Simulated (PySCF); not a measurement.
Some computed properties have been withheld. Give your best values.

Species: CFCl3.
SMILES: `FC(Cl)(Cl)Cl`

```tsv
property	level	value
point group of the GFN2-xTB geometry	GFN2-xTB	?
rotational constants A, B, C of the GFN2-xTB geometry	GFN2-xTB	2.444, 2.444, 1.709 GHz
dipole moment	B3LYP/6-31G*	0.21 D
HOMO energy	B3LYP/6-31G*	?
LUMO energy	B3LYP/6-31G*	-1.51 eV
13C chemical shifts (computed TMS as zero) by class	GIAO B3LYP/6-31G*	143.0 (1 C) ppm
isotropic shieldings of nuclei other than C and H, by class	GIAO B3LYP/6-31G*	?
```

Electronic properties: PySCF, gas phase, density fitting. The shieldings hold no spin–orbit term; for a carbon that bears several chlorines this term is known to matter.

(1) The HOMO energy?

(2) Give the point group of the GFN2-xTB geometry.

(3) The isotropic shieldings of nuclei other than C and H, by class?

## Answers

(1) -8.79 eV.

(2) C3v.

(3) 188 (1 F), 405 (3 Cl) ppm.

A dipole of 0.21 D is allowed in C3v, and pure rotational transitions are dipole-allowed. With B = h/(8π²I), that is 505.379 GHz u Å² over I, the principal moments of inertia are 206.7, 206.8 and 295.7 u Å² (most abundant isotopes); the inertial defect Ic − Ia − Ib is -117.8 u Å² (zero for a rigid planar frame, negative otherwise). The dipole equals about 0.7 × 10⁻³⁰ C·m (1 D = 3.33564 × 10⁻³⁰ C·m). The rotational constants are those of an oblate symmetric top.
